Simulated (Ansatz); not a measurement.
Born–Oppenheimer molecular dynamics of CH₈AlP (11 atoms, charge 0, multiplicity 1). It starts at the highest image of a converged band, a first-order saddle point between two minima.

Computed with Ansatz, RKS PBE-D4/def2-SVP.

| Property | Result |
| --- | --- |
| ensemble | NVE (velocity Verlet) |
| time step | 0.5 fs |
| steps asked | 200 |
| starting velocities drawn for | 100 K |
| seed | 6499 |

First frame:

```xyz
11
Properties=species:S:1:pos:R:3
Al 0.017 -0.259 0.052
H -0.203 0.059 1.736
H 1.487 0.199 -0.350
C -1.695 -0.092 -0.891
H -2.529 -0.508 -0.289
H -1.932 0.971 -1.105
H -1.677 -0.630 -1.862
P 0.181 -2.721 1.040
H -0.537 -2.893 -0.197
H 1.476 -2.657 0.416
H -0.077 -1.047 1.620
```

How far do the bonds stretch over the last three quarters of this one trajectory? (Pairs bonded in most of those frames.)


```json
{"bond": "Al1–H3", "mean (Å)": "1.609", "spread (Å)": "0.013", "shortest": "1.59", "longest": "1.63"}
{"bond": "Al1–C4", "mean (Å)": "1.959", "spread (Å)": "0.015", "shortest": "1.93", "longest": "1.98"}
{"bond": "Al1–P8", "mean (Å)": "2.358", "spread (Å)": "0.124", "shortest": "2.18", "longest": "2.56"}
{"bond": "H2–H11", "mean (Å)": "0.773", "spread (Å)": "0.020", "shortest": "0.74", "longest": "0.81"}
{"bond": "C4–H5", "mean (Å)": "1.111", "spread (Å)": "0.006", "shortest": "1.10", "longest": "1.12"}
{"bond": "C4–H6", "mean (Å)": "1.112", "spread (Å)": "0.015", "shortest": "1.09", "longest": "1.14"}
{"bond": "C4–H7", "mean (Å)": "1.115", "spread (Å)": "0.005", "shortest": "1.11", "longest": "1.12"}
{"bond": "P8–H9", "mean (Å)": "1.443", "spread (Å)": "0.010", "shortest": "1.42", "longest": "1.46"}
{"bond": "P8–H10", "mean (Å)": "1.445", "spread (Å)": "0.025", "shortest": "1.40", "longest": "1.48"}
```

Mean temperature of the second half: 544 K. The conserved energy stayed within 0.056 meV per atom of its start (net change 0.019 meV per atom), so the integration is sound. The kinetic energy rose, since the run started high on the potential surface and went downhill. It ends in pieces (CH6AlP + H2), so much of that is their flight and rotation, not heat. A run of 0.1 ps of so small a system gives no equilibrium averages. The orbitals stay closed-shell, which can raise the energy where a bond breaks towards radicals; this wasn't checked here.

The run took 4.4 min on 2 threads of Arm Neoverse V1, with other jobs on the host, peak memory 0.12 GiB.
